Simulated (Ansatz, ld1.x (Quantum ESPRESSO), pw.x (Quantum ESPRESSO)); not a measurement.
## Equation-of-state test of one TM potential (Hf)

hafnium, norm-conserving Troullier–Martins (Kleinman–Bylander form), made with ld1.x (Quantum ESPRESSO) 7.5 (PBEsol, scalar-relativistic). Core [Xe] 4f14, reference 5d2 6s2 6p0. Waves: 6p (bound, empty): rc 3.95 bohr; 5d (bound): rc 2.75 bohr; 6s (bound): rc 2.90 bohr. Local part: the s channel. Core correction: none.

Crystal test: bcc Hf in pw.x 7.5, no spin, 13³ k-points, Fermi–Dirac smearing 0.01 Ry, cutoffs 35/140 Ry. The reference is all-electron LAPW (Ansatz 0.2.0) with the same functional, mesh and smearing; V0 and B0 come from Birch–Murnaghan fits to the pressures at five volumes. Errors are pseudo minus all-electron; Δ is the rms difference of the E(V) curves that follow from these fits, minima aligned, over ±6 % about the mean V0. Mesh and smearing are coarse, so the numbers serve the comparison and aren't converged zero-temperature values; the lattice is a test structure that the element need not adopt.

All-electron: a0 = 3.497 Å (V0 = 21.39 Å³/atom), B0 = 103.7 GPa.

Problem. How far does the potential miss the all-electron equation of state?

Solution. mean pressure error (GPa): +2.95; a0 (Å): 3.531; a0 error (%): +0.96; B0 error (%): -4.9; Δ (meV/atom): 13.6. The largest radius (3.95 bohr) exceeds half the bond length (2.86 bohr), so the spheres overlap, which is one possible source of error among others. This is a poor potential for the solid.

| V (Å³/atom) | P all-electron (GPa) | P pseudo (GPa) |
| --- | --- | --- |
| 20.302 | 5.88 | 9.00 |
| 20.836 | 2.84 | 5.88 |
| 21.370 | 0.10 | 3.05 |
| 21.904 | -2.37 | 0.48 |
| 22.439 | -4.60 | -1.84 |

Problem. At the middle volume, how do free energy and pressure move when the wave cutoff is lowered (ecutrho kept at four times it)?

Solution.

```tsv
cutoff (Ry)	shift of F (meV/atom)	shift of P (GPa)
16	+477.7	-13.47
21	+49.6	-2.49
28	+0.8	+0.03
```

The run at the middle volume (84 k-points, 6 iterations) took about 4.4 s on one core of a shared host (Neoverse-V1, 32 threads, 247 GiB, load 20).
